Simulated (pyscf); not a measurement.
Thermochemistry of product channels of `[N][F]` [triplet] + `[OH2]` on the triplet surface, in kJ/mol, from CCSD(T)/def2-TZVPP + ΔMP2(QZVPP) energies (ideal gas, 1 atm, RRHO with modes under 100 cm⁻¹ raised to 100, one conformer, R ln 2 for rigid chiral ones). PySCF, gas phase, ωB97X-D3(BJ)/def2-SVP geometries. Correlated levels are frozen-core, on RHF or UHF. ΔMP2 is the change of the MP2 total energy from the triple- to the quadruple-zeta basis.

```csv
products,ΔE,ΔH(298 K),ΔG(298 K),ΔG(900 K)
`[NH2][F]` + `[O]` [triplet],+222.4,+229.3,+235.1,+247.8
`[NH][F]` [doublet] + `[OH]` [doublet],+188.7,+182.7,+180.6,+175.9
```

These are energies of the channels, which say nothing of barriers. The CCSD(T) − MP2 part came from Ansatz, without density fitting, on the same reference. Left out: orbital degeneracy and the spin-orbit lowering of OH, O.
